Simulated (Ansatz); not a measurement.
Geometry optimisation, Ansatz, UKS B3LYP/STO-3G.

Input file:

```yaml
crystal:
  periodic: [false, false, false]
  atoms:
    - { symbol: C, position_ang: [-0.299, 0.8959, 0.3206] }
    - { symbol: O, position_ang: [-0.9386, -0.3334, 0.0782] }
    - { symbol: Si, position_ang: [0.0143, -1.5735, -0.4422] }
    - { symbol: H, position_ang: [0.1688, 1.3568, -0.6123] }
    - { symbol: H, position_ang: [0.4075, 0.8859, 1.0861] }
    - { symbol: H, position_ang: [-1.1368, 1.6422, 0.632] }
    - { symbol: H, position_ang: [0.7249, -1.171, -1.6952] }
    - { symbol: H, position_ang: [1.1511, -1.76, 0.577] }
magnetization:
  spin_polarized: true
  initial_magnetization: 1
basis:
  gaussian: { orbitals: STO-3G }
hamiltonian:
  xc: b3lyp
relax:
  f_tol: 0.02
  max_steps: 40
```

Run as:

```bash
$ ansatz run input.yaml --threads 1 --pin off --max-ram 2048MiB --backend cpu --events-out ev --progress --plain --runs-dir out
```

**Question.** Where does it end, and by what steps?

**Answer.** The forces met the threshold. Limits of this set-up: minimal basis. After 22 steps the energy has fallen by 0.770 eV; H8 moved furthest, 1.53 Å.

```
step  energy less start (eV)  largest force component (eV/Å)  accepted
   0                  0.0000                           3.208       yes
   1                 -0.3396                           1.185       yes
   2                 -0.3707                           0.524       yes
   3                 -0.3611                           0.775        no
   4                 -0.3977                           0.162       yes
   5                 -0.4042                           0.140       yes
   6                 -0.4230                           0.176       yes
   7                 -0.4407                           0.320       yes
   8                 -0.4890                           0.599       yes
   9                 -0.5715                           0.528       yes
  10                 -0.6534                           0.388       yes
  11                 -0.7096                           0.153       yes
  12                 -0.7174                           0.220       yes
  13                 -0.7245                           0.088       yes
  14                 -0.7292                           0.078       yes
  15                 -0.7209                           0.590        no
  16                 -0.7387                           0.053       yes
  17                 -0.7467                           0.146       yes
  18                 -0.7481                           0.413       yes
  19                 -0.7582                           0.248       yes
  20                 -0.7686                           0.113       yes
  21                 -0.7700                           0.073       yes
  22                 -0.7702                           0.007       yes
```

```xyz
8
Properties=species:S:1:pos:R:3
C -0.376 0.951 0.485
O -0.755 -0.204 -0.331
Si 0.390 -1.496 -0.278
H 0.680 1.270 0.338
H -0.527 0.768 1.572
H -1.032 1.796 0.195
H 0.016 -2.245 -1.473
H 1.696 -0.897 -0.565
```

Whether the end is a true minimum wasn't checked by a vibrational analysis.

Run time: 37 s on 1 thread of Arm Neoverse V2, with other jobs on the host, peak memory 0.12 GiB.
